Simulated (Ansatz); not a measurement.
# Relaxing KMo₂

Computed with DFT PBE, scalar-relativistic, plane waves, PAW in Ansatz. Cutoff 420 eV, Γ-centred k mesh, Gaussian smearing, no spin polarisation in the final step.

The start puts KMo₂ on the sites of a reported TbCd2 cell (P6/mmm, No. 191), with K in place of Tb, Mo in place of Cd, at a guessed volume.

```
K Mo
1.0
     4.64848    0.00000    0.00000
    -2.32424    4.02570    0.00000
     0.00000    0.00000    3.26957
K Mo
1 2
Direct
  0.00000 0.00000 0.00000
  0.33333 0.66667 0.50000
  0.66667 0.33333 0.50000
```

Cell and atoms relax at zero pressure; the relaxation can't lower the symmetry of the start.

Formation energies are uncorrected and refer to the elements' standard structures at the same level.

Q: What does it relax into?

A: It keeps P6/mmm (No. 191), but not the shape of the type it started on. Conventional cell: a = 5.112 Å, c = 2.625 Å. Around K lie 2 K at 2.62 Å and 12 Mo at 3.23 Å; Mo is coordinated by 2 Mo at 2.62 Å, 3 Mo at 2.95 Å and 6 K at 3.23 Å.

```xyz
3
Lattice="5.1124 0.0000 0.0000 -2.5562 4.4275 0.0000 0.0000 0.0000 2.6248" Properties=species:S:1:pos:R:3 pbc="T T T"
K     0.0000    0.0000    0.0000
Mo    0.0000    2.9517    1.3124
Mo    2.5562    1.4758    1.3124
```

Q: What are its volume, energy, density and gap?

A: The volume per atom is 19.80 Å³, the density is 6.46 g/cm³ and the energy over the elements is 1.64 eV/atom. The gap on the 12×12×18 mesh is 0 eV (a metal).

The final run used a 12×12×18 mesh on its 3-atom cell and 0.10 eV smearing. The k mesh leaves about 4 meV/atom of noise in metals. A structure relaxed within its symmetry needn't be a true minimum.

Cost: 3 runs of about 4 core-minutes in all, on Intel Xeon Platinum 8259CL (Skylake/Cascade Lake) (shared hosts).